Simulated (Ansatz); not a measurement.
# C₂Cl₃N: one species, many methods

How much do the methods differ for C₂Cl₃N? The plan is to run it at one geometry with functionals of several rungs and with coupled cluster. The yardstick is the atomisation energy at the CCSD(T) limit.

Method: functionals in def2-TZVPP, the program's frozen cores in correlated methods; program: Ansatz 0.2.0, Gaussian basis.

The runs, in order: LDA (SPW92), PBE-D4, revPBE-D4, BLYP-D4, r2SCAN-D4, B97M-V, PBE0-D4, B3LYP-D4, r2SCANh-D4, r2SCAN0-D4, HSE06-D4, BHLYP-D4, CAM-B3LYP-D4, LC-ωPBE, ωB97X-V, ωB97M-V, B2PLYP, PBE-QIDH; CCSD(T)/def2-SVP; CCSD(T)/def2-TZVPP; CCSD(T)/def2-QZVPP; extrapolation to the limit; RPA on PBE.

## (1) Structure used throughout

All runs share one geometry, relaxed beforehand with PBE0-D4 in a triple-zeta def2 set.

SMILES `N#CC(Cl)(Cl)Cl`, 6 atoms, charge 0, spin multiplicity 1.

Atoms are counted from 1 here; the program's logs count them from 0.

Bond lengths: N1–C2 1.149 Å, C2–C3 1.456 Å, C3–Cl4 1.767 Å, C3–Cl5 1.767 Å, C3–Cl6 1.767 Å. Angles: N1–C2–C3 180.0°, C2–C3–Cl4 108.7°, C2–C3–Cl5 108.7°, C2–C3–Cl6 108.7°, Cl4–C3–Cl5 110.2°, Cl4–C3–Cl6 110.2°, Cl5–C3–Cl6 110.2°.

## (2) LDA

This LDA is Slater exchange with PW92 correlation.

Contents of in.yaml:

```yaml
crystal:
  periodic: [false, false, false]
  atoms:
    - {symbol: N, position_ang: [1.287027, -1.465109, 1.041867]}
    - {symbol: C, position_ang: [0.618542, -0.703800, 0.500926]}
    - {symbol: C, position_ang: [-0.228856, 0.260503, -0.185260]}
    - {symbol: Cl, position_ang: [-1.579377, -0.601025, -0.930918]}
    - {symbol: Cl, position_ang: [0.730893, 1.079314, -1.422498]}
    - {symbol: Cl, position_ang: [-0.828229, 1.430107, 0.995892]}
basis:
  gaussian: {orbitals: def2-TZVPP}
hamiltonian: {xc: lda}
output: {orbitals: {seedname: orbitals}}
```

Run with:

```console
$ ansatz run in.yaml --threads 2 --pin off --events-out ev --progress --plain --max-ram 22528MiB --backend cpu
```

After this run come: PBE-D4 (GGA); revPBE-D4 (GGA); BLYP-D4 (GGA); r2SCAN-D4 (meta-GGA); B97M-V (meta-GGA); B3LYP-D4 (hybrid); r2SCANh-D4 (hybrid); r2SCAN0-D4 (hybrid); HSE06-D4 (hybrid); BHLYP-D4 (hybrid); CAM-B3LYP-D4 (range-separated); LC-ωPBE (range-separated); ωB97X-V (range-separated); ωB97M-V (range-separated); B2PLYP (double hybrid); PBE-QIDH (double hybrid); CCSD(T) in def2-SVP; CCSD(T) in def2-TZVPP; CCSD(T) in def2-QZVPP; RPA on PBE orbitals.

Before running them: what should the planned runs give, taken together? Wanted: atomisation energy, CCSD(T)/CBS; farthest beyond LDA; mean size of error, GGA; mean size of error, meta-GGA; mean size of error, hybrid; mean size of error, range-separated; mean size of error, double hybrid; gap, smallest and largest; T1 diagnostic.

**Answer**, as computed:

| quantity | value |
| --- | --- |
| atomisation energy, CCSD(T)/CBS | 2195.9 kJ/mol |
| functionals within 11.0 kJ/mol (0.5 %) | LC-ωPBE, PBE-QIDH |
| farthest beyond LDA | PBE-D4 (+177.3 kJ/mol) |
| mean size of error, GGA | 102.0 kJ/mol |
| mean size of error, meta-GGA | 22.4 kJ/mol |
| mean size of error, hybrid | 63.3 kJ/mol |
| mean size of error, range-separated | 16.5 kJ/mol |
| mean size of error, double hybrid | 17.1 kJ/mol |
| gap, smallest and largest | 5.33 eV (LDA (SPW92)), 13.27 eV (LC-ωPBE) |
| T1 diagnostic | 0.0117 |
| triples share of the correlation energy | 4.9 % |

What this shows: LDA overbinds by 528.3 kJ/mol (24 %). PBE-D4 is off by +177.3 kJ/mol. Double hybrids carry the basis error of their MP2 part in triple zeta, and no dispersion term here, so their miss is partly the set-up's. Taken by rung, range-separated functionals do best (16.5 kJ/mol on average) and GGA ones worst beyond LDA (102.0 kJ/mol). The gap between the best rungs is small, so their order is not settled. RPA and LDA stand outside this count. Misses under about 11.0 kJ/mol are within the doubt on the reference itself, which lacks core-valence correlation, relativity and higher excitations. Hartree-Fock recovers 59 % of the binding; the rest is correlation. CCSD(T) in def2-SVP is off by -158.1 kJ/mol, worse than the median functional, from the basis alone. The gap grows from 5.3 to 13.3 eV across the functionals, mostly with the share of exact exchange.
